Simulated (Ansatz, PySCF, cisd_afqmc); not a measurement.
Species: C$_{2}$F$_{3}$N, charge 0, singlet. C2F3N (SMILES C(#N)C(F)(F)F).
B3LYP-D3(BJ)/def2-TZVP minimum from Ansatz (a first-principles code):
```
C
F 1 1.3355
F 1 1.3355 2 108.66
F 1 1.3355 2 108.66 3 118.06
C 1 1.4814 2 110.27 4 120.97
N 5 1.1466 2 147.20 1 -180.00
```
Charge 0, spin multiplicity 1.

Property: enthalpy of formation at 298 K (by atomisation, with rigid-rotor harmonic-oscillator terms from PySCF's Hessian at B3LYP-D3(BJ)/def2-TZVP and the atoms' measured values of the G2/97 table; no spin-orbit terms), in kJ/mol. Radicals and triplets start from unrestricted determinants; spin-orbit coupling is neglected. Cores are frozen in correlated methods. Rows without X2C or -DK are non-relativistic. The Monte Carlo rows (phaseless AFQMC, CISD trial, step 0.005/hartree) carry one-sigma bars that omit the constraint's bias. Outlying blocks are dropped, and bars are widened where a walk drifts. Over all cases where full CI ran beside it in this data, AFQMC minus full CI had a median of +0.1 mEh and passed +0.4 mEh in a tenth of the cases. CBS(X,Y): correlation extrapolated as X^-3, Hartree-Fock from the larger set. A bracket is a step between two methods taken in the basis named. Functionals run without relativity, which enters their misses. Double hybrids freeze cores in their MP2 part. '+ core + X2C': CCSD(T) terms for core correlation (cc-pwCVTZ) and scalar relativity (cc-pVTZ-DK).

Measured: -118.4 kcal/mol, -495.4 kJ/mol (G2/97 table in ASE (Curtiss et al.)); atomic spin-orbit terms, which the calculations lack, would raise the computed values.

| level | program | enthalpy of formation at 298 K (kJ/mol) | error against that value |
|---|---|---|---|
| PBE/def2-TZVPD | Ansatz | -666.1 | -170.7 |
| wB97X-V/def2-TZVPD | Ansatz | -507.1 | -11.7 |
| B2GP-PLYP/def2-TZVPD | Ansatz | -467.3 | 28.1 |
| MP2/cc-pVTZ | Ansatz | -565.5 | -70.1 |
| CCSDT(Q)/cc-pVDZ | Ansatz | -236.4 | 259.0 |
| AFQMC/CISD/cc-pVTZ | cisd_afqmc | -407.7 ± 1.2 | 87.7 |
| CCSD(T)/CBS(cc-pVTZ,cc-pVQZ) + [AFQMC/CISD - CCSD(T)]/cc-pVTZ + core + X2C | Ansatz + cisd_afqmc | -504.6 ± 1.2 | -9.2 |
| CCSD(T)/CBS(cc-pVTZ,cc-pVQZ) + [CCSDT(Q) - CCSD(T)]/cc-pVDZ + core + X2C | Ansatz | -507.3 | -11.9 |

The highest level lies far from the tabulated value, which was not checked at its source: another state or conformer, missing terms or a fault of the table are possible.
